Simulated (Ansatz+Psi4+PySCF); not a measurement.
Results of a calculation; reference values are marked as such.
## Psi4 1.11 run

```
molecule {
1 2
O 0.119260 0.000000 -7.000000
H -0.477050 0.763240 -7.000000
H -0.477050 -0.763240 -7.000000
O -0.119260 0.000000 7.000000
H 0.477050 -0.763240 7.000000
H 0.477050 0.763240 7.000000
}

set basis cc-pVTZ
set reference uhf
set scf_type pk
energy('scf')
```

The input is written out from the run's settings.

Output:

| Property | Result |
| --- | --- |
| Converged | yes |
| Total energy | -151.66715 hartree |
| Spin squared of the determinant | 0.777 |
| Occupied orbitals by symmetry in an Abelian subgroup (alpha; beta) | 4 Ag 1 Bg 1 Au 4 Bu; 3 Ag 1 Bg 1 Au 4 Bu |

This is not the lowest solution: another run reaches a determinant 1.25 eV lower.
